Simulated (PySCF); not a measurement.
## Adding and removing an electron: S₂

PBE; S aug-pcseg-1; no relativity (PySCF 2.14). Neutral (UKS): triplet (π ↑↑), Re = 1.937 Å, ωe = 688 cm⁻¹, De = 4.75 eV, HOMO -5.97 eV, LUMO -4.74 eV.

S₂⁻ (UKS): doublet (π ↑), Re = 2.050 Å, ωe = 551 cm⁻¹, De = 4.21 eV to S + S⁻. The energies at the minima are -796.00722 hartree for S2 and -796.06844 for S₂⁻.

Question: Work out the adiabatic electron affinity, without and with harmonic zero-point energies (1 hartree = 27.2114 eV, 1 eV = 8065.5 cm⁻¹), and the change of the bond length.

Answer: At PBE: 0.06122 hartree = 1.666 eV between the minima; the zero-point term (688.0 − 551.0)/2 cm⁻¹ = +0.008 eV makes it 1.674 eV. Re changes by +11.3 pm against the neutral. The electron enters a π orbital, and the longer bond of the ion fits an antibonding orbital, or a change in how ionic the bond is.

The highest Kohn–Sham level is positive in this anion. Much of that is self-interaction error, but it also means that the finite basis helps to hold the extra electron. States were picked by a PBE0 search and need not be the measured ground states.
